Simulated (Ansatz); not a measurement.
Process, species as SMILES: N#C[CH2] → 2 C atom + 2 H atom + N atom
B3LYP-D3(BJ)/def2-TZVP geometries, fixed; electronic energies without zero-point terms.
Largest species:
```xyz
5

C     -0.0090    -0.1659    -1.1772
C      0.0014     0.0261     0.1854
N      0.0103     0.1888     1.3399
H      0.9204    -0.2159    -1.7250
H     -0.9467    -0.2673    -1.7035
```
Charge 0, spin multiplicity 2.

Basis-set convergence of the atomisation energy at HF with Ansatz (a first-principles code). All functions are spherical. An unrestricted Hartree-Fock determinant is markedly spin-contaminated. Open shells are unrestricted. No added dispersion term, no relativity. Functions are those of the species that has most. Reference: the value in aug-pcseg-3, 359.28 kcal/mol, itself unsure by roughly 1.12 kcal/mol (its mean distance from aug-cc-pVQZ, cc-pV5Z, def2-QZVPPD). Deviations are taken from unrounded values.

```
basis        functions  atomisation energy (kcal/mol)  minus reference (kcal/mol)
-----------  ---------  -----------------------------  --------------------------
def2-SVPD           76                         363.59                        4.31
6-311+G**           78                         352.82                       -6.46
def2-TZVP          105                         357.04                       -2.24
cc-pVTZ            118                         356.91                       -2.37
def2-TZVPP         121                         357.47                       -1.81
cc-pVQZ            225                         358.07                       -1.21
aug-cc-pVQZ        332                         358.12                       -1.16
aug-pcseg-3        353                         359.28                        0.00
cc-pV5Z            383                         358.27                       -1.01
```
